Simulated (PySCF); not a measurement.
# F, F⁺, F²⁺, F³⁺, F⁻: ionisation energies and electron affinity in dyall-acv3z

Wanted: the ionisation energy and electron affinity of fluorine, up a ladder of methods.

Method: unrestricted determinants in a Gaussian basis, no spin-orbit coupling in the energies. Code: PySCF 2.14.0.

## Step 1: Starting point

| Quantity | Value |
| --- | --- |
| Element | fluorine (Z = 9) |
| Basis | dyall-acv3z |
| Hamiltonian | the spin-free X2C one-electron Hamiltonian (Gaussian nucleus) |
| State 1 | F: [He] 2s2 2p5, 2P determinant |
| State 2 | F⁺: [He] 2s2 2p4, high-spin 3P determinant |
| State 3 | F²⁺: [He] 2s2 2p3, high-spin 4S determinant |
| State 4 | F³⁺: [He] 2s2 2p2, high-spin 3P determinant |
| State 5 | F⁻: [Ne], closed-shell 1S |
| Methods | CCSD(T) |
| Core shells frozen in the correlated runs | valence and next inner shell: nothing (for F) |

Outer shells as boxes (Hund's rule):

F [He] 2s2 2p5
```
[He] core
2s [↑↓]
2p [↑↓][↑↓][↑ ]
```

F+ [He] 2s2 2p4
```
[He] core
2s [↑↓]
2p [↑↓][↑ ][↑ ]
```

F2+ [He] 2s2 2p3
```
[He] core
2s [↑↓]
2p [↑ ][↑ ][↑ ]
```

F3+ [He] 2s2 2p2
```
[He] core
2s [↑↓]
2p [↑ ][↑ ][  ]
```

The runs were made by one driver on top of PySCF. The scripts below sum up each run's settings (the driver also hands on starting orbitals that pick excited configurations, and frozen orbitals as a list rather than a count), and the logs come from the driver's own runs. The driver starts from symmetry-adapted Hartree-Fock orbitals, holds the occupation by maximum overlap and uses a logarithmic radial grid for functionals, so a plain start would take other cycles.

The integrals over 76 functions and the set-up took 0.23 s of CPU time.

## Step 2: F: CCSD(T) (valence and next inner shell)

CCSD(T) (valence and next inner shell):

Contents of input.py:

```python
from pyscf import gto, scf, dft, mp, cc
import basis_set_exchange as bse
mol = gto.M(atom="F 0 0 0", charge=0, spin=1, symmetry="D2h",
            basis=gto.basis.parse(bse.get_basis("dyall-acv3z", elements=["F"], fmt="nwchem")),
            nucmod="G")
mf = scf.UHF(mol).sfx2c1e()
mf.irrep_nelec = {'Ag': (2, 2), 'B1u': (1, 1), 'B2u': (1, 1), 'B3u': (1, 0)}
mf.kernel()
mycc = cc.CCSD(mf, frozen=[[71, 72, 73, 74, 75], [71, 72, 73, 74, 75]]).run()
mycc.ccsd_t()
```

Log:

```text
CC2 = 0
CCSD nocc = (np.int64(5), np.int64(4)), nmo = (71, 71)
frozen orbitals [[71, 72, 73, 74, 75], [71, 72, 73, 74, 75]]
max_cycle = 100
direct = 0
conv_tol = 1e-08
conv_tol_normt = 1e-06
diis_space = 8
diis_start_cycle = 0
Init t2, MP2 energy = -0.267929435956495
Init E_corr(UCCSD) = -0.267929435960648
cycle = 1  E_corr(UCCSD) = -0.276251135464012  dE = -0.0083216995  norm(t1,t2) = 0.0292026
cycle = 2  E_corr(UCCSD) = -0.279084154967986  dE = -0.0028330195  norm(t1,t2) = 0.00834802
cycle = 3  E_corr(UCCSD) = -0.279636837415833  dE = -0.000552682448  norm(t1,t2) = 0.00429136
cycle = 4  E_corr(UCCSD) = -0.279939872190297  dE = -0.000303034774  norm(t1,t2) = 0.00179359
cycle = 5  E_corr(UCCSD) = -0.279911210951504  dE = 2.86612388e-05  norm(t1,t2) = 0.000692944
cycle = 6  E_corr(UCCSD) = -0.27990803060412  dE = 3.18034738e-06  norm(t1,t2) = 0.000173835
cycle = 7  E_corr(UCCSD) = -0.279914266656853  dE = -6.23605273e-06  norm(t1,t2) = 5.9817e-05
cycle = 8  E_corr(UCCSD) = -0.27991469156609  dE = -4.24909237e-07  norm(t1,t2) = 1.59031e-05
cycle = 9  E_corr(UCCSD) = -0.279914054713561  dE = 6.36852529e-07  norm(t1,t2) = 5.69959e-06
cycle = 10  E_corr(UCCSD) = -0.279914037182855  dE = 1.75307056e-08  norm(t1,t2) = 1.61334e-06
cycle = 11  E_corr(UCCSD) = -0.279914084825495  dE = -4.76426399e-08  norm(t1,t2) = 4.5966e-07
cycle = 12  E_corr(UCCSD) = -0.279914088358743  dE = -3.53324775e-09  norm(t1,t2) = 9.15473e-08
UCCSD converged
E(UCCSD) = -99.78309224412546  E_corr = -0.2799140883587431
UCCSD(T) correction = -0.0048493928767456
```

It used 22 s of CPU time after the integrals (shared host).

CCSD correlation -0.27991 hartree, triples -0.00485; total -99.787942. T1 = 0.006, largest double amplitude 0.022.

## Step 3: F⁺: CCSD(T) (valence and next inner shell)

CCSD(T) (valence and next inner shell):

Contents of input.py:

```python
from pyscf import gto, scf, dft, mp, cc
import basis_set_exchange as bse
mol = gto.M(atom="F 0 0 0", charge=1, spin=2, symmetry="D2h",
            basis=gto.basis.parse(bse.get_basis("dyall-acv3z", elements=["F"], fmt="nwchem")),
            nucmod="G")
mf = scf.UHF(mol).sfx2c1e()
mf.irrep_nelec = {'Ag': (2, 2), 'B1u': (1, 0), 'B2u': (1, 1), 'B3u': (1, 0)}
mf.kernel()
mycc = cc.CCSD(mf, frozen=[[71, 72, 73, 74, 75], [71, 72, 73, 74, 75]]).run()
mycc.ccsd_t()
```

Log:

```text
CC2 = 0
CCSD nocc = (np.int64(5), np.int64(3)), nmo = (71, 71)
frozen orbitals [[71, 72, 73, 74, 75], [71, 72, 73, 74, 75]]
max_cycle = 100
direct = 0
conv_tol = 1e-08
conv_tol_normt = 1e-06
diis_space = 8
diis_start_cycle = 0
Init t2, MP2 energy = -0.206732223051945
Init E_corr(UCCSD) = -0.206732223053738
cycle = 1  E_corr(UCCSD) = -0.219737508548267  dE = -0.0130052855  norm(t1,t2) = 0.0207384
cycle = 2  E_corr(UCCSD) = -0.221938480880413  dE = -0.00220097233  norm(t1,t2) = 0.00671565
cycle = 3  E_corr(UCCSD) = -0.222802495106494  dE = -0.000864014226  norm(t1,t2) = 0.00288817
cycle = 4  E_corr(UCCSD) = -0.222757833661145  dE = 4.46614453e-05  norm(t1,t2) = 0.000673784
cycle = 5  E_corr(UCCSD) = -0.222762332891178  dE = -4.49923003e-06  norm(t1,t2) = 0.00016507
cycle = 6  E_corr(UCCSD) = -0.222766756839073  dE = -4.42394789e-06  norm(t1,t2) = 4.4443e-05
cycle = 7  E_corr(UCCSD) = -0.222766146775272  dE = 6.100638e-07  norm(t1,t2) = 9.99436e-06
cycle = 8  E_corr(UCCSD) = -0.222766041595471  dE = 1.05179802e-07  norm(t1,t2) = 2.22401e-06
cycle = 9  E_corr(UCCSD) = -0.222766074104398  dE = -3.25089271e-08  norm(t1,t2) = 5.68912e-07
cycle = 10  E_corr(UCCSD) = -0.222766076381136  dE = -2.27673808e-09  norm(t1,t2) = 1.1197e-07
UCCSD converged
E(UCCSD) = -99.15128067859408  E_corr = -0.2227660763811359
UCCSD(T) correction = -0.00255189283132617
```

It used 16 s of CPU time after the integrals (shared host).

CCSD correlation -0.22277 hartree, triples -0.00255; total -99.153833. T1 = 0.004, largest double amplitude 0.023.

## Step 4: F²⁺, at CCSD(T) (valence and next inner shell)

CCSD(T) (valence and next inner shell):

Contents of input.py:

```python
from pyscf import gto, scf, dft, mp, cc
import basis_set_exchange as bse
mol = gto.M(atom="F 0 0 0", charge=2, spin=3, symmetry="D2h",
            basis=gto.basis.parse(bse.get_basis("dyall-acv3z", elements=["F"], fmt="nwchem")),
            nucmod="G")
mf = scf.UHF(mol).sfx2c1e()
mf.irrep_nelec = {'Ag': (2, 2), 'B1u': (1, 0), 'B2u': (1, 0), 'B3u': (1, 0)}
mf.kernel()
mycc = cc.CCSD(mf, frozen=[[71, 72, 73, 74, 75], [71, 72, 73, 74, 75]]).run()
mycc.ccsd_t()
```

Log:

```text
CC2 = 0
CCSD nocc = (np.int64(5), np.int64(2)), nmo = (71, 71)
frozen orbitals [[71, 72, 73, 74, 75], [71, 72, 73, 74, 75]]
max_cycle = 100
direct = 0
conv_tol = 1e-08
conv_tol_normt = 1e-06
diis_space = 8
diis_start_cycle = 0
Init t2, MP2 energy = -0.15971301243378
Init E_corr(UCCSD) = -0.159713012433888
cycle = 1  E_corr(UCCSD) = -0.171809172606236  dE = -0.0120961602  norm(t1,t2) = 0.0189275
cycle = 2  E_corr(UCCSD) = -0.173734799762931  dE = -0.00192562716  norm(t1,t2) = 0.00573883
cycle = 3  E_corr(UCCSD) = -0.174466131262447  dE = -0.0007313315  norm(t1,t2) = 0.00212033
cycle = 4  E_corr(UCCSD) = -0.174432589266114  dE = 3.35419963e-05  norm(t1,t2) = 0.000260995
cycle = 5  E_corr(UCCSD) = -0.174436999532971  dE = -4.41026686e-06  norm(t1,t2) = 4.58475e-05
cycle = 6  E_corr(UCCSD) = -0.174437017912557  dE = -1.83795861e-08  norm(t1,t2) = 4.52805e-06
cycle = 7  E_corr(UCCSD) = -0.174437008439046  dE = 9.47351145e-09  norm(t1,t2) = 6.01792e-07
UCCSD converged
E(UCCSD) = -97.87637999197969  E_corr = -0.1744370084390457
UCCSD(T) correction = -0.00144129391791277
```

It used 13 s of CPU time after the integrals (shared host).

CCSD correlation -0.17444 hartree, triples -0.00144; total -97.877821. T1 = 0.003, largest double amplitude 0.027.

## Step 5: F³⁺, at CCSD(T) (valence and next inner shell)

CCSD(T) (valence and next inner shell):

Contents of input.py:

```python
from pyscf import gto, scf, dft, mp, cc
import basis_set_exchange as bse
mol = gto.M(atom="F 0 0 0", charge=3, spin=2, symmetry="D2h",
            basis=gto.basis.parse(bse.get_basis("dyall-acv3z", elements=["F"], fmt="nwchem")),
            nucmod="G")
mf = scf.UHF(mol).sfx2c1e()
mf.irrep_nelec = {'Ag': (2, 2), 'B1u': (1, 0), 'B2u': (1, 0)}
mf.kernel()
mycc = cc.CCSD(mf, frozen=[[71, 72, 73, 74, 75], [71, 72, 73, 74, 75]]).run()
mycc.ccsd_t()
```

Log:

```text
CC2 = 0
CCSD nocc = (np.int64(4), np.int64(2)), nmo = (71, 71)
frozen orbitals [[71, 72, 73, 74, 75], [71, 72, 73, 74, 75]]
max_cycle = 100
direct = 0
conv_tol = 1e-08
conv_tol_normt = 1e-06
diis_space = 8
diis_start_cycle = 0
Init t2, MP2 energy = -0.136572155350793
Init E_corr(UCCSD) = -0.13657215535081
cycle = 1  E_corr(UCCSD) = -0.151893939383928  dE = -0.015321784  norm(t1,t2) = 0.0329495
cycle = 2  E_corr(UCCSD) = -0.156115225869189  dE = -0.00422128649  norm(t1,t2) = 0.0148529
cycle = 3  E_corr(UCCSD) = -0.159327187938547  dE = -0.00321196207  norm(t1,t2) = 0.00726584
cycle = 4  E_corr(UCCSD) = -0.15924846603242  dE = 7.87219061e-05  norm(t1,t2) = 0.000579315
cycle = 5  E_corr(UCCSD) = -0.159259947067658  dE = -1.14810352e-05  norm(t1,t2) = 5.62174e-05
cycle = 6  E_corr(UCCSD) = -0.159257661046757  dE = 2.2860209e-06  norm(t1,t2) = 8.36578e-06
cycle = 7  E_corr(UCCSD) = -0.15925831313176  dE = -6.52085003e-07  norm(t1,t2) = 1.53548e-06
cycle = 8  E_corr(UCCSD) = -0.159258209963954  dE = 1.03167806e-07  norm(t1,t2) = 2.73199e-07
cycle = 9  E_corr(UCCSD) = -0.159258208930536  dE = 1.03341818e-09  norm(t1,t2) = 2.60772e-08
UCCSD converged
E(UCCSD) = -95.57358375955545  E_corr = -0.1592582089305363
UCCSD(T) correction = -0.00144940971003041
```

It used 13 s of CPU time after the integrals (shared host).

CCSD correlation -0.15926 hartree, triples -0.00145; total -95.575033. T1 = 0.003, largest double amplitude 0.120.

## Step 6: F⁻, at CCSD(T) (valence and next inner shell)

CCSD(T) (valence and next inner shell):

Contents of input.py:

```python
from pyscf import gto, scf, dft, mp, cc
import basis_set_exchange as bse
mol = gto.M(atom="F 0 0 0", charge=-1, spin=0, symmetry="D2h",
            basis=gto.basis.parse(bse.get_basis("dyall-acv3z", elements=["F"], fmt="nwchem")),
            nucmod="G")
mf = scf.UHF(mol).sfx2c1e()
mf.irrep_nelec = {'Ag': (2, 2), 'B1u': (1, 1), 'B2u': (1, 1), 'B3u': (1, 1)}
mf.kernel()
mycc = cc.CCSD(mf, frozen=[[71, 72, 73, 74, 75], [71, 72, 73, 74, 75]]).run()
mycc.ccsd_t()
```

Log:

```text
CC2 = 0
CCSD nocc = 5, nmo = 71
frozen orbitals [71, 72, 73, 74, 75]
max_cycle = 100
direct = 0
conv_tol = 1e-08
conv_tol_normt = 1e-06
diis_space = 8
diis_start_cycle = 0
Init t2, MP2 energy = -99.9046149770267  E_corr(MP2) -0.358576351792282
Init E_corr(CCSD) = -0.358576351794574
cycle = 1  E_corr(CCSD) = -0.343038779461514  dE = 0.0155375723  norm(t1,t2) = 0.0627435
cycle = 2  E_corr(CCSD) = -0.353612433669041  dE = -0.0105736542  norm(t1,t2) = 0.0304352
cycle = 3  E_corr(CCSD) = -0.351960792114177  dE = 0.00165164155  norm(t1,t2) = 0.0256735
cycle = 4  E_corr(CCSD) = -0.352016097477304  dE = -5.53053631e-05  norm(t1,t2) = 0.00530983
cycle = 5  E_corr(CCSD) = -0.352276894187035  dE = -0.00026079671  norm(t1,t2) = 0.00168446
cycle = 6  E_corr(CCSD) = -0.35228194255662  dE = -5.04836958e-06  norm(t1,t2) = 0.000459319
cycle = 7  E_corr(CCSD) = -0.352242612070694  dE = 3.93304859e-05  norm(t1,t2) = 0.000121192
cycle = 8  E_corr(CCSD) = -0.352238256595672  dE = 4.35547502e-06  norm(t1,t2) = 3.86073e-05
cycle = 9  E_corr(CCSD) = -0.352240253980916  dE = -1.99738524e-06  norm(t1,t2) = 8.14176e-06
cycle = 10  E_corr(CCSD) = -0.352240205885553  dE = 4.80953627e-08  norm(t1,t2) = 1.30659e-06
cycle = 11  E_corr(CCSD) = -0.352240147559026  dE = 5.83265277e-08  norm(t1,t2) = 2.51418e-07
cycle = 12  E_corr(CCSD) = -0.352240135629059  dE = 1.19299672e-08  norm(t1,t2) = 8.53245e-08
cycle = 13  E_corr(CCSD) = -0.352240135746667  dE = -1.17608423e-10  norm(t1,t2) = 9.5577e-09
CCSD converged
E(CCSD) = -99.89827876098104  E_corr = -0.352240135746667
CCSD(T) correction = -0.0110656975662122
```

CPU time 6.1 s on a shared host, the integrals not counted.

CCSD correlation -0.35224 hartree, triples -0.01107; total -99.909344. T1 = 0.019, largest double amplitude 0.033.

## Step 7: Differences of total energies

Ionisation energy: F [He] 2s2 2p5 (2P) → F⁺ [He] 2s2 2p4 (3P).

```tsv
method	value (eV)	error (eV)
UHF	15.637	-1.790
MP2 (valence and next inner shell)	17.303	-0.124
SCS-MP2 (valence and next inner shell)	17.286	-0.141
CCSD (valence and next inner shell)	17.192	-0.234
CCSD(T) (valence and next inner shell)	17.255	-0.172
```

Reference: 17.427 eV (measured; NIST levels, between the centres of gravity of the two terms). Errors of the correlated levels include the incompleteness of this basis.

Ionisation energy: F⁺ [He] 2s2 2p4 (3P) → F²⁺ [He] 2s2 2p3 (4S).

```tsv
method	value (eV)	error (eV)
UHF	33.377	-1.573
MP2 (valence and next inner shell)	34.656	-0.294
SCS-MP2 (valence and next inner shell)	34.753	-0.197
CCSD (valence and next inner shell)	34.692	-0.258
CCSD(T) (valence and next inner shell)	34.722	-0.228
```

Reference: 34.950 eV (measured; NIST levels, between the centres of gravity of the two terms). Errors of the correlated levels include the incompleteness of this basis.

Ionisation energy: F²⁺ [He] 2s2 2p3 (4S) → F³⁺ [He] 2s2 2p2 (3P).

```tsv
method	value (eV)	less the reference (eV)
UHF	62.249	-0.513
MP2 (valence and next inner shell)	62.879	+0.117
SCS-MP2 (valence and next inner shell)	62.600	-0.162
CCSD (valence and next inner shell)	62.662	-0.100
CCSD(T) (valence and next inner shell)	62.662	-0.100
```

Reference: 62.708 eV (semi-empirical (NIST evaluation); NIST Atomic Spectra Database, ionization energies). A first-order spin-orbit estimate (lowest level to lowest level, LS coupling) adds -0.054 eV; the last energy column includes it. Errors of the correlated levels include the incompleteness of this basis.

## Step 8: The energy differences, continued

Electron affinity: F⁻ [Ne] (1S) → F [He] 2s2 2p5 (2P).

```tsv
method	value (eV)	error (eV)
UHF	1.166	-2.252
MP2 (valence and next inner shell)	3.633	+0.214
SCS-MP2 (valence and next inner shell)	3.444	+0.025
CCSD (valence and next inner shell)	3.134	-0.284
CCSD(T) (valence and next inner shell)	3.304	-0.115
```

Reference: 3.401 eV (measured; CRC Handbook (2014) and Andersen, Phys. Rep. 394, 157 (2004), with later updates, as tabulated in the mendeleev Python package). A first-order spin-orbit estimate (lowest level to lowest level, LS coupling) adds -0.018 eV; the last energy column includes it. Errors of the correlated levels include the incompleteness of this basis.

The runs at UHF, MP2 (valence and next inner shell) are not shown; their differences are listed all the same.

## Step 9: Outcome

| quantity | value |
| --- | --- |
| ionisation energy, F | UHF 15.637, CCSD(T) (valence and next inner shell) 17.255 eV; reference 17.427 |
| ionisation energy, F⁺ | UHF 33.377, CCSD(T) (valence and next inner shell) 34.722 eV; reference 34.950 |
| ionisation energy, F²⁺ | UHF 62.249, CCSD(T) (valence and next inner shell) 62.662 eV; reference 62.708 |
| electron affinity, F | UHF 1.166, CCSD(T) (valence and next inner shell) 3.304 eV; reference 3.401 |

Accuracy by level (over 3 differences):

```tsv
method	mean absolute miss against the measured values (with the measured fine structure taken into account where it is known) (eV)
UHF	1.872
MP2 (valence and next inner shell)	0.211
SCS-MP2 (valence and next inner shell)	0.121
CCSD (valence and next inner shell)	0.259
CCSD(T) (valence and next inner shell)	0.172
```

In words: SCS-MP2 (valence and next inner shell) lands nearest to the measured values (mean absolute error over 3 measured values 0.12 eV); UHF misses by most (1.87 eV). Hartree-Fock falls short because the species with more electrons holds more correlation energy, which it lacks. The basis is finite, and no extrapolation was made.
